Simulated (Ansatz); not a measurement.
The parent structure is Al in the fcc (Cu type) structure (space group Fm-3m, No. 225).

```xyz
1
Lattice="0.0000 2.0202 2.0202 2.0202 0.0000 2.0202 2.0202 2.0202 0.0000" Properties=species:S:1:pos:R:3 pbc="T T T"
Al     0.0000     0.0000     0.0000
```

Levels (all Ansatz, a first-principles code, PAW): PBE (420 eV, no spin-orbit coupling); PBEsol (420 eV, no spin-orbit coupling).

Levels that relaxed their own cell: PBE and PBEsol.

| level | lattice parameter a |
|---|---|
| PBE | 4.040 Å |
| PBEsol | 4.014 Å |

Measured: lattice parameter a 4.018 Å (static lattice; corrected from measurement; as listed in Daniel Mejia-Rodriguez, S. B. Trickey, Phys. Rev. B (2018)).

Computed minus measured — lattice parameter a: PBE +0.6 %, PBEsol -0.1 % (closest: PBEsol).

Whether these cells are dynamically stable was not tested.
